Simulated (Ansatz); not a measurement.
# [BH4]− (SMILES [H][B-]([H])([H])[H]): levels of theory compared

We compute a comparison of 6 runs (HF/3-21G, CAM-B3LYP/3-21G, PBE/6-31G, UB3LYP/3-21G, RPA@PBE/6-31G, CCSDTQ/6-31G) of [BH4]−. 

The calculation is run with Ansatz 0.2.0.

**1. Starting point**

The species is [BH4]− (5 atoms), meant as a singlet with charge -1. As SMILES, `[H][B-]([H])([H])[H]`. The H3–B1 distance was set to 1.536 Å, away from the relaxed value.

Bond lengths: B1–H2 1.229 Å, B1–H4 1.229 Å, B1–H5 1.229 Å. Angles: H2–B1–H4 109.5°, H2–B1–H5 109.5°, H4–B1–H5 109.5°.

**2. The energy at HF/3-21G (run 1)**

Contents of input.yaml:

```yaml
crystal:
  periodic: [false, false, false]
  atoms:
    - symbol: B
      position_ang: [-0.288635, -0.003197, 0.105130]
    - symbol: H
      position_ang: [-0.276755, -0.023587, 1.334300]
    - symbol: H
      position_ang: [1.154650, 0.011840, -0.420810]
    - symbol: H
      position_ang: [-0.876235, 1.004803, -0.282380]
    - symbol: H
      position_ang: [-0.867565, -1.001887, -0.315510]
basis:
  gaussian:
    orbitals: 3-21G.json
total_charge: -1
hamiltonian:
  xc: hf
accuracy: high
```

The basis set 3-21G is read from a file made from the Basis Set Exchange's data (not shown).

The run is started by

```
$ ansatz run input.yaml --threads 1 --pin off --max-ram 2610MiB --events-out events.jsonl --progress --plain --runs-dir runs
```

Output:

```text
Warning: RAYON_NUM_THREADS=1 ignored (pool sized by the plan → 1); use --threads N
Functional definition: HF
  name "HF"
  exchange = exact_x
  correlation = 0
342 factors; integrals over basis functions are off by at most 7.2e-9 eV
mean field evaluation 1: about -728.6072 eV, gradient 1.1e1 eV
mean field evaluation 2: about -728.5982 eV, gradient 1.1e1 eV
mean field evaluation 4: about -729.1116 eV, gradient 6.2e-1 eV
mean field evaluation 8: about -729.1129 eV, gradient 5.2e-5 eV
mean field -729.11291263 eV, -26.7944053288 hartree, gradient 9.5e-8 eV, S^2 0.000000; 0 other end points of the search recorded, 0 dependent functions left out
reference -729.11291263 eV, -26.7944053288 hartree; 5, 5 occupied and 12, 12 virtual orbitals, 342 factors
Total energy: -729.11291263 eV, -26.7944053288 hartree
```

Wall time 0.08 s (1 thread of Arm Neoverse V2, shared host).

**3. A single-point energy at CAM-B3LYP/3-21G (run 2)**

Contents of in.yaml:

```yaml
crystal:
  periodic: [false, false, false]
  atoms:
    - {symbol: B, position_ang: [-0.288635, -0.003197, 0.105130]}
    - {symbol: H, position_ang: [-0.276755, -0.023587, 1.334300]}
    - {symbol: H, position_ang: [1.154650, 0.011840, -0.420810]}
    - {symbol: H, position_ang: [-0.876235, 1.004803, -0.282380]}
    - {symbol: H, position_ang: [-0.867565, -1.001887, -0.315510]}
basis:
  gaussian: {orbitals: 3-21G.json}
total_charge: -1
hamiltonian: {xc: {name: CAM-B3LYP}}
accuracy: high
```

The basis set 3-21G is read from a file made from the Basis Set Exchange's data (not shown).

The run is started by

```
$ ansatz run in.yaml --threads 1 --pin off --max-ram 2610MiB --events-out events.jsonl --progress --plain --runs-dir runs
```

Output:

```text
Warning: RAYON_NUM_THREADS=1 ignored (pool sized by the plan → 1); use --threads N
Functional definition: CAM-B3LYP
  name "CAM-B3LYP"
  parameter alpha = 0.19
  parameter beta = 0.46
  parameter omega = 0.33/bohr
  parameter ac = 0.81
  exchange = (1 - alpha - beta)*b88_x + beta*b88_x_sr(omega) + alpha*exact_x + beta*exact_x_lr(omega)
  correlation = (1 - ac)*vwn5_c + ac*lyp_c
342 factors; integrals over basis functions are off by at most 7.2e-9 eV
163 factors; integrals over basis functions are off by at most 2.7e-9 eV
mean field evaluation 1: about -735.7665 eV, gradient 4.9e0 eV
mean field evaluation 2: about -735.8877 eV, gradient 1.2e0 eV
mean field evaluation 4: about -735.8943 eV, gradient 4.7e-2 eV
mean field evaluation 8: about -735.8672 eV, gradient 1.4e-4 eV
mean field -735.86722177 eV, -27.0426216113 hartree, gradient 1.4e-8 eV, S^2 0.000000; 0 other end points of the search recorded, 0 dependent functions left out
reference -735.86723491 eV, -27.0426220944 hartree; 5, 5 occupied and 12, 12 virtual orbitals, 342 factors
Total energy: -735.86723491 eV, -27.0426220944 hartree
```

Run time: 0.6 s. Hardware: 1 thread of Arm Neoverse V2, shared host.

Runs 3 to 5 aren't shown in full; the table further down has their settings and results.

**4. A single-point energy at CCSDTQ/6-31G (run 6)**

Contents of input.yaml:

```yaml
crystal:
  periodic: [false, false, false]
  atoms:
    - {symbol: B, position_ang: [-0.288635, -0.003197, 0.105130]}
    - {symbol: H, position_ang: [-0.276755, -0.023587, 1.334300]}
    - {symbol: H, position_ang: [1.154650, 0.011840, -0.420810]}
    - {symbol: H, position_ang: [-0.876235, 1.004803, -0.282380]}
    - {symbol: H, position_ang: [-0.867565, -1.001887, -0.315510]}
basis:
  gaussian: {orbitals: 6-31G}
total_charge: -1
correlation: {method: ccsdtq, frozen_orbitals: {B: 1, H: 0}}
accuracy: high
scf: {omitted_lower_state_checks: [cluster_reference, increment]}
```

The run is started by

```
$ ansatz run input.yaml --threads 1 --pin off --max-ram 2610MiB --events-out events.jsonl --progress --plain --runs-dir runs
```

Output, cut to the lines that bear on the results:

```text
Warning: RAYON_NUM_THREADS=1 ignored (pool sized by the plan → 1); use --threads N
Functional definition: HF
  name "HF"
[...]
414 factors; integrals over basis functions are off by at most 2.4e-9 eV
[...]
mean field -732.91429606 eV, -26.9341035929 hartree, gradient 7.2e-8 eV, S^2 0.000000; 0 other end points of the search recorded, 0 dependent functions left out
1 core orbitals not correlated: weight in the atoms' cores, before any rotation towards them, 1.000 or more for the frozen orbitals, at most 0.000 for the correlated occupied ones
reference -732.91429606 eV, -26.9341035929 hartree; 4, 4 occupied and 12, 12 virtual orbitals, 414 factors
second order -2.10634246 eV of doubles, -0.00000000 eV of singles
cycle   1  -2.51851904 eV  change   -4.1e-1 eV  update   5.5e-2
[...]
cycle  16  -2.76988464 eV  change   3.3e-10 eV  update  9.8e-10
Total energy: -735.68418070 eV, -27.0358949760 hartree
Checks for a lower state left out: cluster_reference, increment
```

Wall time 3.6 s (1 thread of Arm Neoverse V2, shared host); peak memory 0.12 GiB.

**5. All runs side by side**

```csv
run,level,frozen core orbitals,energy (Eh),wall time
1,HF/3-21G,–,-26.794405,0.08 s
2,CAM-B3LYP/3-21G,–,-27.042622,0.6 s
3,PBE/6-31G,–,-27.152719,0.54 s
4,UB3LYP/3-21G,–,-27.078908,0.91 s
5,RPA@PBE/6-31G,1,-27.093200,0.78 s
6,CCSDTQ/6-31G,1,-27.035895,3.6 s
```

**6. Results**

| quantity | value |
| --- | --- |
| run 6: total energy | -27.03589 Eh |
| run 6: correlation energy (1 core orbital frozen) | -101.8 mEh |
| run 6: T1 diagnostic | 0.009 |

In words: Totals of different functionals can't be ranked against each other. All runs together took 6.5 s, the longest 3.6 s.
